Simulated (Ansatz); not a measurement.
Geometry optimisation, RKS PBE/def2-SVP in Ansatz.

The input (input.yaml):

```yaml
crystal:
  periodic: [false, false, false]
  atoms:
    - { symbol: Al, position_ang: [0.094717, -0.553541, -0.362567] }
    - { symbol: Cl, position_ang: [-0.090504, 0.294411, 2.949464] }
    - { symbol: H, position_ang: [1.448668, 0.254997, -0.62236] }
    - { symbol: H, position_ang: [-1.336114, -0.017855, -0.833177] }
    - { symbol: P, position_ang: [0.197487, -2.584085, 0.712924] }
    - { symbol: H, position_ang: [-0.701226, -3.332239, -0.120942] }
    - { symbol: H, position_ang: [1.414294, -3.080889, 0.136033] }
    - { symbol: H, position_ang: [-0.058322, -1.041798, 2.812525] }
basis:
  gaussian: { orbitals: def2-SVP }
hamiltonian:
  xc: pbe
relax:
  f_tol: 0.03
  max_steps: 50
output:
  orbitals: {}
```

Command:

```bash
$ ansatz run input.yaml --threads 1 --pin off --max-ram 2048MiB --backend cpu --events-out ev --progress --plain --runs-dir out
```

Task: Where does it end, and by what steps?

Result: It converged. After 28 steps the energy has fallen by 1.605 eV; H8 moved furthest, 2.10 Å. Parted: Cl2–H8 (1.34 → 3.69 Å). Joined: Al1–Cl2 (3.42 → 2.16 Å), P5–H8 (2.62 → 1.43 Å).

| step | energy less start (eV) | largest force component (eV/Å) | accepted |
| --- | --- | --- | --- |
| 0 | 0.0000 | 0.825 | yes |
| 1 | -0.0825 | 0.301 | yes |
| 2 | -0.1588 | 0.240 | yes |
| 3 | -0.1671 | 0.454 | yes |
| 4 | -0.1908 | 0.361 | yes |
| 5 | -0.1914 | 0.241 | yes |
| 6 | -0.1947 | 0.170 | yes |
| 7 | -0.2019 | 0.113 | yes |
| 8 | -0.2093 | 0.146 | yes |
| 9 | -0.2293 | 0.432 | yes |
| 10 | -0.2720 | 0.380 | yes |
| 11 | -0.3886 | 0.902 | yes |
| 12 | -0.7149 | 1.106 | yes |
| 13 | -1.0582 | 0.850 | yes |
| 14 | -1.3144 | 0.640 | yes |
| 15 | -1.4276 | 0.844 | yes |
| 16 | -1.4889 | 0.811 | yes |
| 17 | -1.1824 | 3.810 | no |
| 18 | -1.5413 | 0.246 | yes |
| 19 | -1.5568 | 0.126 | yes |
| 20 | -1.5706 | 0.033 | yes |
| 21 | -1.5763 | 0.391 | yes |
| 22 | -1.5852 | 0.219 | yes |
| 23 | -1.5981 | 0.074 | yes |
| 24 | -1.5958 | 0.321 | no |
| 25 | -1.6025 | 0.093 | yes |
| 26 | -1.6031 | 0.119 | yes |
| 27 | -1.6050 | 0.063 | yes |
| 28 | -1.6053 | 0.005 | yes |

```xyz
8
Properties=species:S:1:pos:R:3
Al 0.039 0.131 0.135
Cl -0.863 0.567 2.053
H 1.582 0.525 -0.027
H -0.962 0.029 -1.110
P 0.271 -2.341 0.732
H -0.945 -3.007 1.075
H 0.840 -3.349 -0.111
H 1.007 -2.616 1.925
```

Whether the end is a true minimum wasn't checked by a vibrational analysis.

Run time: 70 s on 1 thread of Arm Neoverse V1, on a shared host, peak memory 0.14 GiB.
